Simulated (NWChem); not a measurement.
CHO, doublet; SMILES O=[CH]

Program: NWChem. Spin-unrestricted. In the optimisation the excess spin sits in a' (Cs, its own frame). All runs use the structure optimised with PBE-D3(BJ)/def2-SVP, spin-unrestricted. No stability test was run on the SCF state. Level BLYP/def2-SVPD: single points from the atomic guess with DIIS by default; each run changes one setting, and all converged runs end within 0.3 mHa of each other.

Question: Which setting needs the most SCF iterations, or fails (no DIIS, 40 % damping; occupation smearing of 0.005 Ha; DIIS on 20 Fock matrices; level shift of 0.5 Ha throughout; defaults)?

Answer: no DIIS, 40 % damping, which doesn't converge.
```
setting                                 SCF iterations
--------------------------------  --------------------
defaults                                             7
occupation smearing of 0.005 Ha                      7
DIIS on 20 Fock matrices                             7
level shift of 0.5 Ha throughout                    18
no DIIS, 40 % damping             not converged in 200
```
